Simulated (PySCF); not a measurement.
Species: C2H4N (doublet state).
Atom-mapped SMILES: `[CH2:1][N:2]=[CH2:3]` (hydrogens: H4, H5 on C1; H6, H7 on C3)

Method used: PBE0-D3(BJ)/def2-SVP geometry optimisation, gas phase (PySCF).

(1) What internal coordinates does the optimisation give?

Results:

(1) 
| bond | length (Å) | order |
| --- | --- | --- |
| C1–N2, N2=C3 | 1.315 | single/double |
| C1–H4, C3–H7 | 1.106 | single |
| C1–H5, C3–H6 | 1.095 | single |

Bonds in one row agree within 0.01 Å and their mean is given. Orders are formal, as drawn. A selection of angles:
| angle | degrees |
| --- | --- |
| N2–C1–H4 | 122.5 |
| N2–C1–H5 | 119.2 |
| H4–C1–H5 | 118.3 |
| C1–N2–C3 | 120.0 |

Of the pairs four or more bonds apart, H4···H7 is among the closest relative to their van der Waals radii: 2.37 Å, 99 % of the sum of Bondi's values. C1 (carbon bonded to N and 2 H) is planar (angles 122.5°, 119.2° and 118.3°, sum 360.0°, 0.00 Å off the plane of its three neighbours).

Point group: C2v (every atom within 0.08 Å of its image). PBE0-D3(BJ)/def2-SVP frequencies: not computed here. ⟨S²⟩ = 0.787 (exact for a doublet: 0.75). Torsions: H–C1–N2–C3 0° and 180°.

Time: 9.9 s wall. Hardware: x86-64 server, one thread, no GPU, shared host. These figures are those of the optimisation.
